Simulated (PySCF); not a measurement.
Aluminum trihydride, AlH3.
Numbering: `[AlH3:1]` (hydrogens: H2, H3, H4 on Al1)

Theory: MP2 and CCSD/aug-cc-pVTZ in PySCF, restricted Hartree–Fock reference, 5 core orbitals frozen, non-relativistic, gas phase, PBE0-D3(BJ)/def2-SVP geometry.

E(HF) = -243.64440 Eh.

How large is the problem?

119 basis functions and 16 electrons; 5 orbitals frozen, which leaves o = 3 correlated occupied and v = 111 virtual orbitals. That is o·v = 333 singles and o·v(o·v + 1)/2 = 55611 distinct closed-shell doubles amplitudes before symmetry; the costliest CCSD step grows as o²v⁴ = 1.4 × 10^9.

What are the MP2 and CCSD correlation energies?

MP2 -0.0958 Eh and CCSD -0.1190 Eh, which gives totals of -243.74024 and -243.76345 Eh. That is 0.540 eV for each correlated electron at CCSD (313 kJ/mol in all, 0.049 % of the total energy); MP2 gives 80.5 % of the CCSD value.

What is the T1 diagnostic?

0.0083, below the customary warning level of 0.02. It is the norm of the spatial-orbital singles amplitudes over the root of the number of correlated electrons, so the norm is 0.020.

No triples correction and no basis-set extrapolation were made.

The job also held the EOM ionisation and excitation roots. The run took 2.1 min wall on one thread, Arm Neoverse V2, no GPU (shared host).
